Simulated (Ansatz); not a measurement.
`C[SiH2]P` + `N[SiH3]` → `[SiH3]NP` + `C[SiH3]` at 500 K and 1 bar (cleavage of the P–Si bond).

Calculated with Ansatz (gas phase, PBE0-D4/def2-TZVP geometries, no zero-point term in ΔE). CCSD(T)/CBS is the MP2 limit (def2-TZVPP, def2-QZVPP) plus CCSD(T) − MP2 in def2-TZVPP, frozen cores. This one scheme is used for every species. One conformer a species, not always the lowest.

| species | CCSD(T)/CBS energy (Eh) | H − E (kJ/mol) | S (J/(mol·K)) |
| --- | --- | --- | --- |
| `C[SiH2]P` | -672.28696 | 228.8 | 376.9 |
| `N[SiH3]` | -346.80422 | 161.3 | 303.9 |
| `[SiH3]NP` | -688.33766 | 194.3 | 369.3 |
| `C[SiH3]` | -330.73916 | 189.7 | 296.8 |

H − E and S are ideal-gas, rigid-rotor, harmonic terms from PBE0-D4/def2-TZVP, for one conformer and one mirror image of each species. 1 Eh = 2625.50 kJ/mol, R = 8.31446 J/(mol·K).

Task: By hand: ΔE, ΔH, ΔS and ΔG.

Result: ΔE = (-688.33766) + (-330.73916) − (-672.28696) − (-346.80422) = 0.01436 Eh = 37.7 kJ/mol. Δ(H − E) = 194.3 + 189.7 − 228.8 − 161.3 = -6.1, so ΔH = 31.6 kJ/mol. ΔS = 369.3 + 296.8 − 376.9 − 303.9 = -14.7 J/(mol·K). ΔG = 31.6 − 500 × (-14.7)/1000 = 39.0 kJ/mol.

Task: By hand: the equilibrium constant, and the temperature at which ΔG would vanish if ΔH and ΔS stayed fixed.

Result: log₁₀ K = −ΔG/(RT ln 10) = -4.1. ΔH and −TΔS have one sign here, so there is no such temperature.

The number of gas molecules stays the same, so ΔS is small and ΔH decides. A doubt of 5 kJ/mol in ΔE shifts log₁₀ K by 0.5 here. Other conformers and mirror images would add mixing entropy, several J/(mol·K) or more a flexible species. These are equilibria of isolated gas molecules and say nothing of rates. Largest T1 diagnostic: 0.012 (customary marks: 0.02 for closed shells, 0.045 for open ones).
